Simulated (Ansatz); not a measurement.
Geometry optimisation, RHF/6-31G* in Ansatz.

input.yaml

```yaml
crystal:
  periodic: [false, false, false]
  atoms:
    - { symbol: Si, position_ang: [0.296251, -0.036841, 0.111461] }
    - { symbol: C, position_ang: [0.157042, -0.027711, 1.989801] }
    - { symbol: H, position_ang: [-0.407516, -0.87844, 2.364093] }
    - { symbol: H, position_ang: [1.141783, -0.089563, 2.442842] }
    - { symbol: H, position_ang: [-0.301483, 0.883057, 2.36078] }
    - { symbol: H, position_ang: [1.688148, -0.417478, -0.238682] }
    - { symbol: H, position_ang: [0.053119, 1.286778, -0.48346] }
    - { symbol: H, position_ang: [-0.569461, -1.058082, -0.510405] }
    - { symbol: O, position_ang: [-2.437432, 0.564188, 0.82369] }
    - { symbol: H, position_ang: [-3.054493, -0.062368, 0.469358] }
    - { symbol: H, position_ang: [-2.130456, 0.188458, 1.662823] }
basis:
  gaussian: { orbitals: "6-31G*" }
hamiltonian:
  xc: hf
relax:
  f_tol: 0.03
  max_steps: 50
```

Launched with:

```bash
$ ansatz run input.yaml --threads 1 --pin off --max-ram 2048MiB --backend cpu --events-out ev --progress --plain --runs-dir out
```

Where does it end, and by what steps?

The run converged. The force dipped under the threshold on the way, but the program's further checks kept it going. After 34 steps the energy has fallen by 0.256 eV; H11 moved furthest, 1.46 Å.

```csv
step,energy less start (eV),largest force component (eV/Å),accepted
0,0.0000,1.110,yes
2,-0.1353,0.190,yes
4,-0.1672,0.385,yes
6,-0.2097,0.328,yes
8,-0.2283,0.032,yes
10,-0.2317,0.028,yes
12,-0.2352,0.158,yes
14,-0.2297,0.792,no
16,-0.2403,0.371,yes
18,-0.2438,0.092,yes
20,-0.2445,0.552,no
22,-0.2483,0.180,yes
24,-0.2524,0.008,yes
26,-0.2534,0.120,yes
28,-0.2543,0.072,yes
30,-0.2528,0.446,no
32,-0.2555,0.046,yes
34,-0.2556,0.023,yes
```

```xyz
11
Properties=species:S:1:pos:R:3
Si 0.375 -0.256 0.195
C 0.533 -0.040 2.060
H 0.843 -0.966 2.536
H 1.268 0.720 2.305
H -0.419 0.258 2.485
H 1.670 -0.651 -0.401
H -0.054 1.001 -0.457
H -0.611 -1.306 -0.142
O -2.985 0.602 1.173
H -2.964 1.220 0.453
H -3.220 -0.230 0.785
```

Whether the end is a true minimum wasn't checked by a vibrational analysis.

The run took 26 s on 1 thread of Intel(R) Xeon(R) 6975P-C (Granite Rapids), on a shared host, peak memory 0.13 GiB.
